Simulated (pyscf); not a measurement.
Single points on ωB97X-D3(BJ)/def2-SVP structures (PySCF, gas phase).

### Question
For the elementary gas-phase step H₃C–CH₂–O–O• -> •H₂C–CH₂–O–OH (doublet surface; C–H broken, H–O formed), what barrier and reaction energy does B3LYP-D3(BJ)/def2-TZVP give, measured from the reactant's lowest minimum found?

### Answer
ΔE‡ = 41.1 kcal/mol, ΔE = +22.3 kcal/mol. ωB97M-D3(BJ)/def2-TZVP gives 43.1 kcal/mol and +21.9 kcal/mol. Zero-point energy shifts the barrier by -4.0 kcal/mol. It is a hydrogen shift, with an imaginary mode of 2521i cm⁻¹. The same reactants have a lower exit, to •O–OH + H₂C=CH₂ (barrier +35.5 kcal/mol at ωB97M-D3(BJ), against +43.1 kcal/mol here). H₃C–CH₂–O–O• lies 43.3 kcal/mol over its isomer H₃C–CH(O•)–OH, and others may lie lower still (electronic energy, ωB97M-D3(BJ)). •H₂C–CH₂–O–OH lies 65.2 kcal/mol over its isomer H₃C–CH(O•)–OH, and others may lie lower still (electronic energy, ωB97M-D3(BJ)). This is the saddle that the search found; another between the same sides may lie lower.
